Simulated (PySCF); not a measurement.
## Frontier orbitals and the lowest excitations

Compound: C₂H₄F₂S.
Structure used (PBE0-D3(BJ)/def2-SVP), in Å, numbered top down from 1:
```xyz
9
C2H4F2S angstrom
F      0.5162    0.7989    1.5832
C      0.6957   -0.3832    0.9274
S     -0.7795   -0.9196    0.0476
C     -0.7562    0.3099   -1.2656
F      0.2448    0.0982   -2.1686
H      0.9344   -1.1803    1.6491
H      1.5211   -0.2705    0.2069
H     -1.7340    0.2471   -1.7686
H     -0.6294    1.3086   -0.8184
```

The calculation used PySCF, TDDFT B3LYP/def2-SVPD, vertical, gas phase, core orbitals frozen in the response.

Frontier orbitals with the atoms that hold most of them (Löwdin shares over 4%, at most four atoms; ? is withheld):

```json
{"orbital": "LUMO+2", "ε (eV)": "0.67", "atoms": "S3 70%, C2 7%, C4 7%"}
{"orbital": "LUMO+1", "ε (eV)": "0.28", "atoms": "S3 21%, C2 18%, C4 17%, F1 8%"}
{"orbital": "LUMO", "ε (eV)": "?", "atoms": "S3 60%, C4 9%, C2 9%, H6 4%"}
{"orbital": "HOMO", "ε (eV)": "-7.41", "atoms": "?"}
{"orbital": "HOMO-1", "ε (eV)": "-9.06", "atoms": "?"}
{"orbital": "HOMO-2", "ε (eV)": "-9.76", "atoms": "F5 18%, F1 18%, S3 17%, C4 16%"}
{"orbital": "HOMO-3", "ε (eV)": "-10.47", "atoms": "F5 34%, F1 28%, C4 10%, S3 8%"}
```

Q: Which atoms hold the HOMO, and with what shares?

A: S3 (bonded to 2 C) 73%; C2 (bonded to F, S and 2 H) 8%; C4 (bonded to F, S and 2 H) 8%. By element: sulfur 73%, carbon 16%.

Q: Which atoms hold the HOMO-1, and with what shares?

A: S3 (bonded to 2 C) 45%; C4 (bonded to F, S and 2 H) 11%; C2 (bonded to F, S and 2 H) 11%; F1 (bonded to C) 11%. By element: sulfur 45%, carbon 23%, fluorine 11% or more.

Q: What is the LUMO energy, and the HOMO–LUMO gap?

A: ε(LUMO) = -0.09 eV; the gap is 7.31 eV (0.2688 hartree).

Q: How does S1 compare with the orbital gap of 7.31 eV?

A: S1 is at 6.01 eV (f = 0.0011), 1.30 eV below the gap, made of HOMO→LUMO (97%). 

Q: One configuration dominates each of S1 and S2. Which, and how do the shares of the two leading atoms of either orbital change from the occupied to the empty one?

A: 
- S1 (6.01 eV, f 0.0011), HOMO→LUMO (97%): S3 73% → 60%, C2 8% → 9%, C4 8% → 9%
- S2 (6.74 eV, f 0.049), HOMO→LUMO+1 (96%): S3 73% → 21%, C2 8% → 18%

One conformer stands for the species.
